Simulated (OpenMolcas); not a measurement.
**B2 (SMILES B#B): the energy, rung by rung**

B2: 2 atoms, total charge 0, spin state triplet. SMILES: `B#B`. Geometry: relaxed at GFN2-xTB.

```xyz
2

B     0.0000    0.0000    0.0000
B     0.0000    0.0000    1.4051
```

Each level gives the energy change with the B1–B2 bond stretched from 1.405 to 2.108 Å (eV). The values are calculated.

| level | kind | program | value (eV) | less FCI/pcseg-0 | CPU time (all runs) |
| --- | --- | --- | --- | --- | --- |
| ROHF/pcseg-0 | Hartree–Fock | OpenMolcas | -1.11 | -1.18 | 4.3 s |
| USVWN5/pcseg-0 | LDA | OpenMolcas | 0.17 | +0.10 | 7.4 s |
| UPBE/pcseg-0 | GGA | OpenMolcas | -0.04 | -0.11 | 8.7 s |
| U-r2SCAN/pcseg-0 | meta-GGA | OpenMolcas | -0.20 | -0.27 | 19 s |
| UPBE0/pcseg-0 | global hybrid | OpenMolcas | -0.25 | -0.32 | 8.1 s |
| MRCI(4,4)/pcseg-0 | multireference | OpenMolcas | 0.11 | +0.04 | 3.3 s |
| SC-NEVPT2(6,8)/pcseg-0 | multireference | OpenMolcas | 0.05 | -0.02 | 7.1 s |
| ROCCSD(T)/pcseg-0 | coupled cluster or CI | OpenMolcas | 0.09 | +0.02 | 4.6 s |
| FCI/3-21G | exact in the basis | OpenMolcas | 0.09 | +0.02 | 17 s |
| FCI/pcseg-0 | exact in the basis | OpenMolcas | 0.07 | 0.00 | 17 s |

FCI/pcseg-0 is exact within its basis and frozen core, so for wave-function methods in that basis the difference is their error; functionals converge differently with the basis, so for them it is only a difference. The first shape isn't each level's own minimum. The values span -1.11 to 0.17 eV. All rows use very small basis sets, so even the best lies far from the true value. Times are those of the runs behind each value, whatever else they computed, on shared processors of several kinds: orders of magnitude only.
